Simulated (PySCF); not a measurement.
We consider rock-salt MgO, described by LNO-CCSD(T) (PySCF, GTH pseudopotentials, Gaussian basis).

The same calculation (at the measured cell, 9.307 Å³/atom) with different numerical settings; throughout: k mesh 2×2×2:

```csv
run,basis,LNO threshold,total energy (eV/atom),rough time
1,DZ,3e-05,-1077.4174,3 core-min
2,DZ,1e-05,-1077.4248,10 core-min
3,DZ,3e-06,-1077.4297,30 core-min
4,TZ,3e-05,-1078.6169,10 core-min
5,TZ,1e-05,-1078.6106,50 core-min
6,TZ,3e-06,-1078.6156,4 core-h
```

In the column total energy (eV/atom) the first row differs from the last by +1.1982 and the next to last by +0.0050.

The last row is no converged limit: other settings stay fixed.
